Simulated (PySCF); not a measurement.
CS2, SMILES S=C=S (connectivity only; charge and spin as stated), charge -1, multiplicity 2. Atoms are numbered in the order given.

```xyz
3

S      0.0000    -1.5491     0.0771
C      0.0000     0.0000    -0.4110
S      0.0000     1.5491     0.0771
```
Charge -1, spin multiplicity 2.

Coordinates come from a PBE0-D3(BJ)/def2-TZVPD optimisation. The spin state was assumed, not searched.

The numbers are results of PySCF with PBE/pcH-1, not measurements.

Unrestricted Kohn–Sham, ⟨S²⟩ = 0.752. Hyperfine tensors hold the contact and dipolar terms, without spin-orbit corrections.

Computed hyperfine couplings:
```
nucleus    A(iso) (MHz)  A(iso) (G)  dipolar principal values (MHz)
---------  ------------  ----------  ------------------------------
33S no. 1          17.1         6.1              -22.5, -20.7, 43.3
13C no. 2         261.4        93.3              -52.7, -46.4, 99.2
33S no. 3          17.1         6.1              -22.5, -20.7, 43.3
```

Problem. And the g tensor (effective nuclear charges for spin-orbit coupling, GIAO)? (The exact figures need the calculation; the answer reports its results.)

Solution. principal values 1.9449, 2.0006, 2.0105; isotropic 1.9853.
